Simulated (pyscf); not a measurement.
A first-order saddle from PySCF, ωB97X-D3(BJ)/def2-SVP:

```xyz
7

Cl     0.5835    -1.0621    -0.7202
Zn     1.6088     0.6427     1.1646
Cl     3.4989     1.5539     1.5247
C     -0.2226    -0.3041     0.7103
H     -1.5375    -1.0158     0.3377
H     -0.8370     0.5832     0.5354
H     -0.3321    -0.9122     1.6123
```
Charge 0, spin multiplicity 2.

Surface: doublet, charge 0. Lowest wavenumbers (cm⁻¹): 1527i, 53, 66, 134, 374.

### Question
Name the species on either side of this saddle.

### Answer
chloromethane (H₃C–Cl) + [Cl–Zn]• ⇌ Cl–CH₂–Zn–Cl + H atom (H•), a substitution at C read from left to right: C–H broken and C–Zn formed. At ωB97M-D3(BJ)/def2-TZVP it lies +61.1 kcal/mol from the left side and +22.7 kcal/mol from the right (each side as separated species at their lowest minima found). On the reactant side the descent ends in a complex (not fully relaxed), 5.1 kcal/mol under the separated species and 64.5 kcal/mol under the saddle at ωB97X-D3(BJ)/def2-TZVP. This is the saddle that the search found; another between the same sides may lie lower. The angle at the attacked C is 178°. The term symbol of open-shell Cl–Zn was not checked; spin-orbit terms are left out. Elements up to Kr have no core potential and no relativistic terms here.
